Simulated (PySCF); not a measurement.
LC-wPBE single point of doublet NH₄ at its PBE0 minimum.

Input, equivalent to the run apart from its starting density:

```python
from pyscf import gto, scf, dft
mol = gto.M(atom='''
N     -0.000000     0.000000     0.000000
H      0.000015     0.859908    -0.608047
H     -0.000000    -0.859908    -0.608047
H      0.859900    -0.000008     0.608057
H     -0.859915     0.000008     0.608036''',
    basis={'N': 'def2-TZVP', 'H': 'def2-TZVP'},
    charge=0, spin=1)
mf = dft.UKS(mol, xc='LC_WPBE')
mf.grids.atom_grid = (75, 302)
aux = {'N': 'def2-universal-JKFIT', 'H': 'def2-universal-JKFIT'}
mf = mf.density_fit(auxbasis=aux)
mf.conv_tol = 1e-08
mf.diis_space = 10
mf.max_cycle = 60
mf.verbose = 4
mf.kernel()
```

SCF log (excerpt):

```
init E= -57.0336677843048
cycle= 1 E= -57.034255875041  delta_E= -0.000588  |g|= 0.00877  |ddm|= 0.203
cycle= 2 E= -57.0342813912878  delta_E= -2.55e-05  |g|= 0.0068  |ddm|= 0.0389
cycle= 3 E= -57.0342982792423  delta_E= -1.69e-05  |g|= 0.000892  |ddm|= 0.0252
cycle= 4 E= -57.0342988821018  delta_E= -6.03e-07  |g|= 7.1e-05  |ddm|= 0.0132
cycle= 5 E= -57.0342988801431  delta_E= 1.96e-09  |g|= 1.44e-05  |ddm|= 0.00177
Extra cycle  E= -57.0342988803889  delta_E= -2.46e-10  |g|= 6.77e-06  |ddm|= 0.000113
converged SCF energy = -57.0342988803889  <S^2> = 0.75144899  2S+1 = 2.0014485
```

This run, together with those of the ionised and electron-attached species (not shown), took 2.8 s on 2 threads of a shared Arm Neoverse N1 host, with 55 basis functions; the process peaked at 0.82 GiB. Launch command: `OMP_NUM_THREADS=2 python axn.py task.json out`.
